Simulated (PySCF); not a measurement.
C3H5N3.
Geometry (PBE0-D3(BJ)/def2-SVP, Å), atoms numbered from 1 in this order:
```
atom  x, y, z in Å
C1    -1.3561    0.0419    0.4599
N2     0.0010   -0.0023   -0.0223
C3     0.7439   -1.0992   -0.3428
N4     1.9516   -0.7490   -0.6957
N5     2.0278    0.6043   -0.6081
C6     0.8642    1.0369   -0.2037
H7    -1.7788    1.0375    0.2729
H8    -1.9694   -0.6974   -0.0729
H9    -1.4059   -0.1655    1.5398
H10    0.3561   -2.1168   -0.3072
H11    0.5907    2.0778   -0.0334
```

Computed with PySCF at PBE0/def2-SVPD, non-relativistic, on one gas-phase PBE0-D3(BJ)/def2-SVP geometry that isn't relaxed in the solvent. The solvent is an IEF-PCM continuum (cavity from Bondi-type radii × 1.2), and excitations are vertical TDDFT with non-equilibrium linear response and a frozen core. Only the electrostatic response of the medium enters.

Gas-phase singlets (H = HOMO, L = LUMO):

| state | E (eV) | λ (nm) | f | leading configurations |
| --- | --- | --- | --- | --- |
| S1 | 5.716 | 217 | 0.000 | H→L 99% |
| S2 | 6.338 | 196 | 0.011 | H→L+2 97% |
| S3 | 6.645 | 187 | 0.000 | H→L+1 97% |
| S4 | 6.917 | 179 | 0.000 | H-1→L+1 98% |
| S5 | 6.990 | 177 | 0.116 | H-1→L 93% |

What are the lowest 5 singlets in chloroform (ε = 4.711)?

```tsv
state	E (eV)	λ (nm)	f	leading configurations	change by rank (eV)
S1	6.144	202	0.000	H→L 99%	+0.428
S2	6.583	188	0.015	H→L+2 98%	+0.245
S3	7.047	176	0.134	H-1→L 92%	+0.402
S4	7.297	170	0.003	H-2→L 50%, H-1→L+2 48%	+0.380
S5	7.450	166	0.007	H-1→L+1 53%, H→L+1 42%	+0.460
```

What are the lowest 5 singlets in dimethylsulfoxide (ε = 46.83)?

```csv
state,E (eV),λ (nm),f,leading configurations,change by rank (eV)
S1,6.329,196,0.000,H→L 99%,+0.613
S2,6.696,185,0.016,H→L+1 98%,+0.358
S3,7.099,175,0.124,H-1→L 91%,+0.454
S4,7.331,169,0.002,"H-2→L 50%, H-1→L+1 48%",+0.414
S5,7.635,162,0.000,H-1→L+2 94%,+0.645
```

The ground-state energy changes by -0.564 eV from gas to dimethylsulfoxide. By how much does the total energy of gas-phase S2 change?

E(S2) = E(S0) + excitation energy, so it changes by -0.564 + 0.358 = -0.206 eV: it is lowered less than the ground state, which is what a blue shift means. This is the vertical state, with the slow part of the continuum still set for S0.

How do the frontier levels move from gas to dimethylsulfoxide?

| orbital | gas (eV) | solvent (eV) | change (eV) | Löwdin shares, gas | Löwdin shares, solvent |
| --- | --- | --- | --- | --- | --- |
| LUMO+2 | 0.91 | 0.97 | +0.06 | N5 26 %, N4 24 %, C6 14 %, C3 11 % | C1 30 %, C6 15 %, C3 15 %, H8 8 % |
| LUMO+1 | 0.29 | 0.78 | +0.49 | C1 37 %, H7 12 %, H8 12 %, H9 11 % | N5 28 %, N4 26 %, C6 16 %, C3 13 % |
| LUMO | 0.14 | 0.23 | +0.09 | C3 20 %, N2 20 %, C6 18 %, N4 10 % | N2 22 %, C3 21 %, C6 19 %, N4 11 % |
| HOMO | -7.23 | -7.78 | -0.55 | N4 40 %, N5 40 %, C3 8 %, C6 8 % | N4 40 %, N5 40 %, C3 8 %, C6 8 % |
| HOMO-1 | -7.65 | -7.82 | -0.17 | C3 25 %, C6 25 %, N5 20 %, N4 19 % | C3 24 %, C6 24 %, N5 21 %, N4 21 % |
| HOMO-2 | -8.51 | -8.52 | -0.01 | N2 34 %, N4 21 %, N5 21 %, C1 7 % | N2 34 %, N4 18 %, N5 18 %, C1 10 % |
| HOMO-3 | -9.03 | -9.47 | -0.44 | N5 39 %, N4 39 %, C6 5 %, C3 5 % | N5 39 %, N4 38 %, C6 6 %, C3 6 % |

The HOMO–LUMO gap goes from 7.37 to 8.01 eV. Rows go by rank; for LUMO, LUMO+1 and LUMO+2 the atom shares or the degeneracy differ between the runs, so the row needn't follow one orbital.
